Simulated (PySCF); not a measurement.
# Gas-phase XPS of `F[P+](F)(F)F`, computed

Species: PF4 (charge +1).
SMILES with atom numbers: `[F:1][P+:2]([F:3])([F:4])[F:5]`

The calculation used delta-SCF UKS SCAN, pcX-2 on the ionised atom, pcseg-1 elsewhere, spin-free X2C (PySCF). Each binding energy is the total energy of the core-ionised species, with the hole localised on one atom, minus that of the ground state; both are solved self-consistently, so orbital relaxation is included.

Question: List the computed XPS lines with their assignment.

Answer: 
```tsv
atom(s)	environment	level	binding energy (eV)	2p1/2 (eV)	count
P2	phosphorus bonded to 4 F	P 1s	2167.03	–	1
F1/F3/F4/F5	phosphorus-bound fluorine	F 1s	703.27	–	4
P2	phosphorus bonded to 4 F	P 2p3/2	152.39	153.28	1
```

Question: Express the binding energy of P 1s of P2 in atomic units and per mole.

Answer: 2167.03 eV = 79.6369 Eh = 209087 kJ/mol.

The first atom of each set that the bonding makes equivalent was ionised and stands for the set. The 2p values add to the ΔSCF energy of one spin-free hole a correction within the shell (spin–orbit coupling, ligand field). 2p1/2 minus 2p3/2 (ligand field included): P 0.89 eV. The species carries charge +1, so core ionisation leaves charge +2. Geometry: PBE0-D3(BJ)/def2-SVP; no solvent, vibrations or thermal averaging.

Hardware: one thread of an AMD EPYC 7R13 (shared host). Cost: 4.1 s, 0.38 GiB resident at most.
